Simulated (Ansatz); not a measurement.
We consider hcp Hf, described by PBE (Ansatz, a first-principles code, PAW).

Run with plane-wave cutoff 520 eV, 18×18×12 k mesh (along the axes of the cell as run), Fermi–Dirac smearing 0.05 eV, scalar-relativistic PAW data made under PBE.

Response to compression and expansion:

Shape and atoms are relaxed at each volume.

| V (Å³/atom) | P (GPa) | c (Å) | a (Å) |
|---|---|---|---|
| 21.634 | 4.69 | 5.005 | 3.159 |
| 22.084 | 2.24 | 5.036 | 3.182 |
| 22.535 | 0.00 | 5.068 | 3.205 |
| 22.986 | -2.05 | 5.098 | 3.227 |
| 23.436 | -3.93 | 5.129 | 3.248 |

Note: the bulk modulus comes from volumes at which shape and atoms were relaxed.
